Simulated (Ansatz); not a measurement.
**Loss of H2: C4H8 → C4H6 + H2**

Species: C4H8 `C/C=C\C`, singlet; C4H6 (2-butyne) `CC#CC`, singlet; H2 (hydrogen), singlet. 

Shapes, held fixed at every level: PBE0-D4/def2-TZVP. Programs: Ansatz 0.2.0. The zero-point and thermal change to 298 K, harmonic and unscaled (PBE0-D4/def2-TZVP), is -26.9 kJ/mol.

```json
{"level": "PBE-D4/def2-TZVPP", "kind": "GGA", "ΔH(298 K) (kJ/mol)": "+161.0", "less CCSD(T)/CBS estimate": "+5.5", "CPU time (sum over the molecules)": "13 s"}
{"level": "PBE0-D4/def2-TZVPP", "kind": "global hybrid", "ΔH(298 K) (kJ/mol)": "+172.4", "less CCSD(T)/CBS estimate": "+16.9", "CPU time (sum over the molecules)": "12 s"}
{"level": "B2PLYP/def2-TZVPP", "kind": "double hybrid", "ΔH(298 K) (kJ/mol)": "+146.5", "less CCSD(T)/CBS estimate": "-9.0", "CPU time (sum over the molecules)": "22 s"}
{"level": "CCSD(T)/def2-SVP", "kind": "coupled cluster or CI", "ΔH(298 K) (kJ/mol)": "+162.0", "less CCSD(T)/CBS estimate": "+6.5", "CPU time (sum over the molecules)": "17 s"}
{"level": "CCSD(T)/def2-TZVPP", "kind": "coupled cluster or CI", "ΔH(298 K) (kJ/mol)": "+155.8", "less CCSD(T)/CBS estimate": "+0.3", "CPU time (sum over the molecules)": "7 min"}
{"level": "CCSD/def2-TZVPP", "kind": "coupled cluster or CI", "ΔH(298 K) (kJ/mol)": "+157.7", "less CCSD(T)/CBS estimate": "+2.2", "CPU time (sum over the molecules)": "–"}
{"level": "CCSD(T)/CBS estimate", "kind": "coupled cluster or CI", "ΔH(298 K) (kJ/mol)": "+155.5", "less CCSD(T)/CBS estimate": "0.0", "CPU time (sum over the molecules)": "8.7 min"}
```

The highest level, CCSD(T)/CBS estimate, gives ΔH(298 K) = +155.5 kJ/mol; the levels span +146.5 to +172.4. The column of differences is taken from that level and isn't an error. No measured value is set beside it here. The CBS estimate extrapolates MP2 from def2-TZVPP and def2-QZVPP and adds CCSD(T) − MP2 in the triple-zeta set, cores frozen; for H2 it overshoots the exact energy by about 1 mEh. Times are processor times on shared x86 and Arm servers, and rough.
